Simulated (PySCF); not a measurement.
ammonia (H₃N), SMILES N. Geometry: PBE-D3(BJ)/def2-TZVPD.

TDDFT-LC-ωPBE/def2-TZVPD in PySCF puts the lowest singlet excitations at 6.96, 9.21, 9.21, 10.50, 10.50, 10.82 eV.

Question: What are the lowest excitation roots from ADC(3)/aug-cc-pVDZ (PySCF)? (Estimate from the structure and the level; the computed values follow.)

Answer: 6.58, 8.21, 8.21, 9.80, 10.50, 10.61 eV. S1 differs by -0.38 eV (second minus first; roots are paired by order, and the bases may differ).
